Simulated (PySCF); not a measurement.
Phenol, C6H6O, SMILES Oc1ccccc1, singlet, PBE0/def2-SVP optimised geometry.

```
13

O      1.44    -1.87     0.00
C      0.71    -0.73     0.00
C      1.39     0.49     0.00
C      0.68     1.68     0.00
C     -0.71     1.68     0.00
C     -1.39     0.46     0.00
C     -0.69    -0.74     0.00
H      0.85    -2.63     0.00
H      2.49     0.47     0.00
H      1.23     2.63     0.00
H     -1.27     2.62     0.00
H     -2.49     0.45     0.00
H     -1.23    -1.69     0.00
```

Density from PBE0/def2-TZVP (PySCF) at that geometry.

Minimum of the electron density along straight lines between bonded atoms, close to the bond critical point (lines longer than 1.1 times the sum of covalent radii, or with two minima, are not listed):

```tsv
bond	length / Å	ρ at the minimum / e bohr⁻³	∇²ρ there / e bohr⁻⁵	position (fraction from the first atom)
O1–C2	1.350	0.300	-0.54	0.66
C2–C3	1.399	0.316	-0.93	0.52
C3–C4	1.391	0.316	-0.92	0.50
C4–C5	1.396	0.314	-0.92	0.50
C5–C6	1.393	0.316	-0.92	0.50
C2–C7	1.399	0.315	-0.92	0.52
C6–C7	1.394	0.314	-0.91	0.50
O1–H8	0.963	0.362	-2.49	0.81
C3–H9	1.092	0.279	-0.98	0.65
C4–H10	1.093	0.280	-0.98	0.65
C5–H11	1.092	0.280	-0.98	0.65
C6–H12	1.093	0.280	-0.98	0.65
C7–H13	1.095	0.276	-0.95	0.64
```
